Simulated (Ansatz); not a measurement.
**AlC (quartet): trial inputs and their diagnosis at distance Al1–C2 = 3.699 Å**

3 inputs are run for AlC (quartet) as typed; the log has to tell whether the result can be used and what must change.

The runs use Ansatz 0.2.0, Gaussian basis; the settings change from run to run.

23 further runs of the same task are left out: 16 that didn't finish, 7 set aside as unsound or not needed.

## 1. The system

The geometry derives from a PBE0/def2-TZVP stationary point (not a proven minimum). One bond is set to the value named and the two fragments are kept rigid.

2 atoms, charge 0, spin multiplicity 4.

Atoms are counted from 1 here; the program's logs count them from 0.

No contacts short enough for the rule that draws bonds.

## 2. Try 1

Contents of in.yaml:

```yaml
crystal:
  periodic: [false, false, false]
  atoms:
    - {symbol: Al, position_ang: [0.000000, 0.000000, 3.699000]}
    - {symbol: C, position_ang: [0.000000, 0.000000, 3.699000]}
basis:
  gaussian: {orbitals: def2-SVP}
magnetization: {spin_polarized: false, initial_magnetization: 3}
correlation: {method: sc_nevpt2, electrons: outside_noble_gas, active_space: {window: {electrons: 3, orbitals: 4}, states: [{multiplicity: 4, weights: [1, 1, 0.5, 1]}], root: 3}}
scf: {lower_state_search: off}
output: {forces: true}
```

Command:

```
ansatz run in.yaml --threads 1 --pin off --events-out ev --progress --plain --max-ram 2393MiB
```

Standard output:

```text
Error: two nuclei lie on one point
```

Run time: 0.03 s. Hardware: 1 thread of Arm Neoverse N1, shared host.

What is wrong: The run was refused. One atom lies on top of another. The shortest distance is 0.00 Å, against 3.70 Å in the geometry of step 1. Fix: restore its position.

## 3. Try 2

Contents of in.yaml:

```yaml
crystal:
  periodic: [false, false, false]
  atoms:
    - {symbol: Al, position_ang: [0.000000, 0.000000, 0.000000]}
    - {symbol: C, position_ang: [0.000000, 0.000000, 3.699000]}
basis:
  gaussian: {orbitals: def2-SVPD}
magnetization: {spin_polarized: false, initial_magnetization: 7}
correlation: {method: bccd, electrons: outside_noble_gas, diis_vectors: 12}
```

Same command.

Standard output, shortened:

```text
Functional definition: HF
  name "HF"
  cite "Fock, Z. Phys. 61, 126 (1930) doi:10.1007/BF01340294"
  parent pbe
[...]
414 factors; integrals over basis functions are off by at most 3.8e-4 eV
[...]
mean field -7599.22397739 eV, -279.2663302299 hartree, gradient 6.4e-7 eV, S^2 15.750000; 9 other end points of the search recorded, 0 dependent functions left out
[...]
determinant -7599.22397739 eV, -279.2663302299 hartree, with singles and doubles -7600.27677814 eV, -279.3050199441 hartree
determinant -7599.06133454 eV, -279.2603532156 hartree, with singles and doubles -7600.11698700 eV, -279.2991477281 hartree
determinant -7599.22397739 eV, -279.2663302299 hartree, with singles and doubles -7600.28337436 eV, -279.3052623507 hartree
determinant -7599.06133454 eV, -279.2603532156 hartree, with singles and doubles -7600.12415034 eV, -279.2994109757 hartree
6 core orbitals not correlated: weight in the atoms' cores, before any rotation towards them, 1.000 or more for the frozen orbitals, at most 0.000 for the correlated occupied ones
reference -7599.22397739 eV, -279.2663302299 hartree; 7, 0 occupied and 31, 38 virtual orbitals, 414 factors
second order -0.77858899 eV of doubles, -0.00000007 eV of singles
cycle   1  -1.05919330 eV  change    2.0e-4 eV  update   7.8e-4
[...]
cycle   4  -1.05904238 eV  change    2.1e-6 eV  update   5.6e-6
Total energy: -7600.28301977 eV, -279.3052493197 hartree
```

Run time: 3 s. Hardware: 1 thread of Arm Neoverse N1, shared host.

Diagnosis: The run converged, which proves nothing about the input. Far too many unpaired electrons are asked for. Its energy belongs to the state of multiplicity 8, not to the quartet that was meant. To mend it, set initial_magnetization to that of the wanted state.

## 4. Try 3

Contents of in.yaml:

```yaml
crystal:
  periodic: [false, false, false]
  atoms:
    - {symbol: Al, position_ang: [0.000000, 0.000000, 0.000000]}
    - {symbol: C, position_ang: [0.000000, 0.000000, 3.699000]}
basis:
  gaussian: {orbitals: aug-cc-pVDZ}
magnetization: {spin_polarized: false, initial_magnetization: 3}
correlation: {active_space: {ras: {orbitals: [2, 3, 39], electrons: 27, max_holes: 2, max_particles: 2}, fixed_orbitals: true}}
```

The command is unchanged.

Standard output:

```text
Functional definition: HF
  name "HF"
  cite "Fock, Z. Phys. 61, 126 (1930) doi:10.1007/BF01340294"
  parent pbe
  exchange = exact_x
  correlation = 0
513 factors; integrals over basis functions are off by at most 5.6e-4 eV
mean field evaluation 1: about -7605.7851 eV, gradient 1.0e1 eV
mean field evaluation 2: about -7605.7852 eV, gradient 1.0e1 eV
mean field evaluation 4: about -7605.2437 eV, gradient 1.3e1 eV
mean field evaluation 8: about -7607.2332 eV, gradient 1.4e-1 eV
mean field evaluation 16: about -7605.9098 eV, gradient 5.2e0 eV
mean field evaluation 32: about -7606.9949 eV, gradient 1.4e-1 eV
mean field evaluation 64: about -7607.2352 eV, gradient 1.1e-1 eV
mean field evaluation 96: about -7607.2108 eV, gradient 8.6e-1 eV
mean field evaluation 128: about -7606.7769 eV, gradient 1.2e0 eV
mean field evaluation 160: about -7607.0320 eV, gradient 4.5e-4 eV
mean field evaluation 192: about -7607.2357 eV, gradient 1.9e-2 eV
mean field -7607.23572804 eV, -279.5607566358 hartree, gradient 2.3e-6 eV, S^2 3.750000; 15 other end points of the search recorded, 0 dependent functions left out
reference -7607.23572804 eV, -279.5607566358 hartree; 11, 8 occupied and 39, 42 virtual orbitals, 513 factors
Error: 27 electrons in 44 orbitals form no window around the highest filled level of the reference
```

Run time: 3.1 s. Hardware: 1 thread of Arm Neoverse N1, shared host.

Diagnosis: The run stopped with an error. The electron count of the restricted space is wrong. To mend it, count the correlated electrons again.

## 5. How the runs ended

```
try                   level                ended                                                cause    time
  1    NEVPT2(3,4)/def2-SVP              refused                      one atom lies on top of another  0.03 s
  2  BCCD on ROHF/def2-SVPD            converged        far too many unpaired electrons are asked for     3 s
  3        CISD/aug-cc-pVDZ  stopped by an error  the electron count of the restricted space is wrong   3.1 s
```

1 refused, 1 converged, 1 stopped by an error. The input that converges on a wrong geometry or spin is the dangerous one: no error points at it, so geometry and ⟨S²⟩ have to be checked.
